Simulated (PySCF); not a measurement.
Bonds broken one at a time in the series SiH2(OH)-X. Gas-phase values, no solvent. One relaxed conformer stands for each flexible species; it need not be the lowest. Strings in code marks are SMILES.

Calculation: B3LYP-D3(BJ)/def2-TZVP // PBE0-D4/def2-TZVP (PySCF 2.14.0). B3LYP has the VWN-RPA correlation part, as in Gaussian. 

| species | highest occupied spin orbital (eV) |
|---|---|
| radical fragment (`[CH2]C`) | -5.60 |
| radical fragment (`[C]#N`) | -10.58 |
| whole molecule (`O=C[SiH2]O` (O–C–Si–O torsion 0°, C–Si–O–H torsion 0°)) | – |
| radical fragment (`[CH]=O`) | -6.14 |
| radical fragment (`O=[C]O` (O–C–O–H torsion 0°)) | -6.89 |
| radical fragment (`C[S]`) | ___ |
| radical fragment (`CS[SiH2]`) | -5.51 |
| whole molecule (`C=C[SiH2]O` (C–C–Si–O torsion 6°, C–Si–O–H torsion 73°)) | – |

Task: Some entries are withheld; supply them.

Result: 
- radical fragment (`C[S]`), highest occupied spin orbital (eV): -6.36
